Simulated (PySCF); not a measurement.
pyrazine (C4H4N2), SMILES c1cnccn1. Atoms are numbered in the order given.

```xyz
10

C      0.0000    -1.1297    -0.6983
C      0.0000    -1.1297     0.6983
N      0.0000     0.0000     1.3991
C      0.0000     1.1297     0.6983
C      0.0000     1.1297    -0.6983
N      0.0000     0.0000    -1.3991
H      0.0000    -2.0717    -1.2583
H      0.0000    -2.0717     1.2583
H      0.0000     2.0717     1.2583
H      0.0000     2.0717    -1.2583
```

Geometry: PBE0-D3(BJ)/def2-SVP.

Two levels are set side by side: PBE/pcSseg-1 (PySCF) and HF/pcSseg-1 (PySCF). GIAO shifts against NH3 (¹⁵N), TMS (¹H), TMS (¹³C) at the same level; non-relativistic, no solvent, atoms listed together averaged. Differences are taken from unrounded values.

| quantity | PBE |
|---|---|
| δ(¹³C) of C1, C2, C4, C5 (ppm) | 150.9 |
| δ(¹⁵N) of N3, N6 (ppm) | 375.4 |
| δ(¹H) of H7, H8, H9, H10 (ppm) | 8.82 |

Problem. These are the PBE values. What does HF give? (An estimate is asked for; the answer gives what the named calculation found.)

Solution. 
```tsv
quantity	HF	PBE minus HF
δ(¹³C) of C1, C2, C4, C5 (ppm)	153.9	-3.0
δ(¹⁵N) of N3, N6 (ppm)	403.5	-28.1
δ(¹H) of H7, H8, H9, H10 (ppm)	9.04	-0.22
```

Rough cost on one machine, each run with all the roots and properties that it gave: HF against PBE within a factor of 2.
